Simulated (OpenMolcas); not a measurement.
# One shape, several levels: SiNH4 (SMILES [NH][SiH3])

Aim: a comparison of 4 runs (UHF/def2-SVP, UB3LYP/6-31G*, UBLYP/def2-SVP) of SiNH4. 

Program for the calculation: OpenMolcas 26.06.

3 further runs of the same task are left out: 3 set aside as unsound or not needed.

### 1 The structure to begin with

SiNH4 has 6 atoms, charge 0, and is taken as a doublet. As SMILES, `[NH][SiH3]`. The shape is that of a PBE0-D4/def2-TZVP optimisation.

Bond lengths: N1–Si2 1.753 Å, N1–H3 1.023 Å, Si2–H4 1.491 Å, Si2–H5 1.491 Å, Si2–H6 1.481 Å. Angles: N1–Si2–H4 110.8°, N1–Si2–H5 109.1°, N1–Si2–H6 109.3°, Si2–N1–H3 111.9°, H4–Si2–H5 108.6°, H4–Si2–H6 109.5°, H5–Si2–H6 109.5°.

### 2 Energy and forces at UHF/def2-SVP (run 1)

Input file struct.xyz:

```xyz
6

N      0.592100    -0.835200     0.909500
Si    -0.203700     0.347600    -0.110000
H      0.922800    -1.640700     0.372700
H     -1.310600    -0.282300    -0.885500
H      0.789500     0.911800    -1.068900
H     -0.748100     1.434800     0.736200
```

Input file mol.inp:

```
&GATEWAY
BASLIB
$CurrDir
COORD
struct.xyz
BASIS
def2-SVP
GROUP
NoSym
&SEWARD
&SCF
UHF
SPIN
2
THRESHOLDS
1e-10 1e-07 1e-07 1e-05
PRORBITALS
1
&ALASKA
```

The basis set def2-SVP is read from a file made from the Basis Set Exchange's data (not shown).

The run is started by

```sh
$ export MOLCAS_MEM=1860
$ pymolcas mol.inp > mol.log
```

The program printed:

```text
--- Start Module: gateway ---
[...]
--- Stop Module: gateway /rc=_RC_ALL_IS_WELL_ ---
[...]
      Basis functions           52
[...]
--- Start Module: scf ---
[...]
       Convergence after  19 Iterations
[...]
::    Total SCF energy                               -345.5344374250
[...]
      Total spin, S                                     0.5039256588
[...]
      Total electronic charge=   25.000000
      Total            charge=   -0.000000
[...]
      Dipole Moment (debye):
      Origin of the operator (angstrom)=    0.0488   -0.0335    0.1914
                   X= -3.4240E-02               Y= -4.8686E-01               Z= -1.4718E+00           Total=  1.5506E+00
      Quadrupole Moment (debye*angstrom):
[...]
--- Stop Module: scf /rc=_RC_ALL_IS_WELL_ ---
[...]
--- Start Module: alaska ---
[...]
 *              Molecular gradients               *
 **************************************************
  Irreducible representation: a
 ------------------------------------------------------------------------------------------
                              X                       Y                       Z
 ------------------------------------------------------------------------------------------
  N1               -5.32498193231579E-03    1.21753651974652E-02    3.51778264861835E-03
  SI2               3.94952147381922E-03   -7.87288983068990E-03    4.48559416528127E-03
  H3                1.87649557303993E-03   -5.79929914348964E-03   -6.27722143946974E-03
  H4               -1.86457995333456E-03   -8.54226767761368E-04   -1.82392589980562E-03
  H5                1.80914516209674E-03    9.47087562894744E-04   -1.87486895373334E-03
  H6               -4.45600323303541E-04    1.40396298160850E-03    1.97263947910398E-03
 ------------------------------------------------------------------------------------------
[...]
```

It took 5.1 s on 1 thread of Arm Neoverse N1, shared host; peak memory 0.38 GiB.

### 3 Energy and gradient at UB3LYP/6-31G(d) (spherical functions) (run 2)

Input file mol.inp:

```
&gateway
 baslib
 $CurrDir
 basisset
 N.6-31Gs....
 N1 0.592100 -0.835200 0.909500 angstrom
 End of Basis
 basisset
 Si.6-31Gs....
 Si2 -0.203700 0.347600 -0.110000 angstrom
 End of Basis
 basisset
 H.6-31Gs....
 H3 0.922800 -1.640700 0.372700 angstrom
 H4 -1.310600 -0.282300 -0.885500 angstrom
 H5 0.789500 0.911800 -1.068900 angstrom
 H6 -0.748100 1.434800 0.736200 angstrom
 End of Basis

&seward
 gridinput
 Grid=UltraFine
 End of Grid

&scf
 uhf
 spin
 2
 ksdft
 B3LYP
 thresholds
 1e-10 1e-07 1e-07 1e-05
 prorbitals
 0

&alaska
```

The basis set 6-31G* is read from a file made from the Basis Set Exchange's data (not shown).

The run is started by

```sh
$ export MOLCAS_MEM=1860
$ pymolcas mol.inp > mol.log
```

The program printed:

```text
--- Start Module: gateway ---
[...]
--- Stop Module: gateway /rc=_RC_ALL_IS_WELL_ ---
[...]
      Basis functions           40
[...]
--- Start Module: scf ---
[...]
       Convergence after  16 Iterations
[...]
::    Total KS-DFT energy                            -346.5799012381
[...]
      Total spin, S                                     0.5016596626
[...]
      Total electronic charge=   25.000000
      Total            charge=   -0.000000
[...]
      Dipole Moment (debye):
      Origin of the operator (angstrom)=    0.0488   -0.0335    0.1914
                   X= -3.5512E-02               Y= -4.4424E-01               Z= -1.5106E+00           Total=  1.5750E+00
      Quadrupole Moment (debye*angstrom):
[...]
--- Stop Module: scf /rc=_RC_ALL_IS_WELL_ ---
[...]
--- Start Module: alaska ---
[...]
 *              Molecular gradients               *
 **************************************************
  Irreducible representation: a
 ------------------------------------------------------------------------------------------
                              X                       Y                       Z
 ------------------------------------------------------------------------------------------
  N1               -1.98242535868065E-03    1.57383779281517E-03   -6.22658774113205E-03
  SI2               2.52019496492339E-03   -3.60830718273597E-03    2.03215755753572E-03
  H3               -1.65180979348234E-03    3.70922000781126E-03    1.76545676833828E-03
  H4                8.98396065097895E-04   -4.44680659292818E-04    1.02220878390202E-03
  H5                1.51218984014712E-05   -8.47432044326357E-04    9.77970190184863E-04
  H6                2.00522223765764E-04   -3.82637914239314E-04    4.28794441170055E-04
 ------------------------------------------------------------------------------------------
[...]
```

It took 29 s on 1 thread of Arm Neoverse N1, shared host; peak memory 0.37 GiB.

Run 3 isn't shown in full; the table further down has it.

### 4 Energy and gradient at UBLYP/def2-SVP (run 4)

Input file test.input:

```
&GATEWAY
  BasLib=$CurrDir
  Coord
  6
  bohr
  N      1.11890684    -1.57829926     1.71870591
  Si    -0.38493721     0.65686880    -0.20786987
  H      1.74383927    -3.10047365     0.70430093
  H     -2.47667506    -0.53346968    -1.67335248
  H      1.49193878     1.72305228    -2.01992825
  H     -1.41370411     2.71137904     1.39121637
  Basis=def2-SVP
  Group=NoSym

&SEWARD
  GridInput
  Grid=UltraFine
  End of Grid

&SCF
  UHF
  Spin=2
  KSDFT=BLYP
  Thresholds=1e-10 1e-07 1e-07 1e-05
  PrOrbitals=1 2

&ALASKA
```

The basis set def2-SVP is read from a file made from the Basis Set Exchange's data (not shown).

The run is started by

```sh
$ export MOLCAS_MEM=1860
$ pymolcas test.input > test.log
```

The program printed:

```text
--- Start Module: gateway ---
[...]
--- Stop Module: gateway /rc=_RC_ALL_IS_WELL_ ---
[...]
      Basis functions           52
[...]
--- Start Module: scf ---
[...]
       Convergence after  15 Iterations
[...]
::    Total KS-DFT energy                            -346.4129497987
[...]
      Total spin, S                                     0.5013454506
[...]
      Total electronic charge=   25.000000
      Total            charge=   -0.000000
[...]
      Dipole Moment (debye):
      Origin of the operator (angstrom)=    0.0488   -0.0335    0.1914
                   X= -7.0044E-03               Y= -4.2231E-01               Z= -1.3610E+00           Total=  1.4250E+00
      Quadrupole Moment (debye*angstrom):
[...]
--- Stop Module: scf /rc=_RC_ALL_IS_WELL_ ---
[...]
--- Start Module: alaska ---
[...]
 *              Molecular gradients               *
 **************************************************
  Irreducible representation: a
 ------------------------------------------------------------------------------------------
                              X                       Y                       Z
 ------------------------------------------------------------------------------------------
  N1               -8.38683666798623E-04   -3.25168476848603E-03   -1.37620078336838E-02
  SI2               1.81698951182918E-03   -1.79027842165702E-03   -6.87433595366826E-04
  H3               -4.39777814074538E-03    1.06334913515904E-02    7.19820074154010E-03
  H4                4.84950710839716E-03    1.55171261334530E-03    4.25382738099800E-03
  H5               -3.43272931673466E-03   -3.01778573634781E-03    4.83285755679219E-03
  H6                2.00269450405277E-03   -4.12545503841688E-03   -1.83544425022042E-03
 ------------------------------------------------------------------------------------------
[...]
```

Run time: 31 s. Hardware: 1 thread of Arm Neoverse N1, shared host; peak memory 0.38 GiB.

### 5 All runs side by side

```
run                                level  integration grid  Cartesian functions  energy (Eh)  dipole moment (D)  HOMO energy (eV)  LUMO energy (eV)  wall time
  1                         UHF/def2-SVP                 –                   no  -345.534437               1.55            -11.41              2.23      5.1 s
  2  UB3LYP/6-31G* (spherical functions)         UltraFine                   no  -346.579901               1.57             -7.43             -3.50       29 s
  3  UB3LYP/6-31G* (Cartesian functions)         UltraFine                  yes  -346.582951               1.58             -7.44             -3.50       29 s
  4                       UBLYP/def2-SVP         UltraFine                   no  -346.412950               1.43             -6.05             -4.55       31 s
```

### 6 What came out

| quantity | value |
| --- | --- |
| run 4: total energy | -346.41295 Eh |
| run 4: dipole moment | 1.43 D |
| run 4: HOMO energy (highest over α and β) | -6.05 eV |
| run 4: LUMO energy (lowest over α and β) | -4.55 eV |
| run 4: ⟨S²⟩ | 0.753 |
| run 4: largest force on an atom | 0.728 eV/Å |

The dipole moment (its size) runs from 1.43 D (UBLYP/def2-SVP) to 1.58 D (UB3LYP/6-31G*). The two ends differ in method and basis. Totals of different functionals can't be ranked against each other. All runs together took 94 s, the longest 31 s.
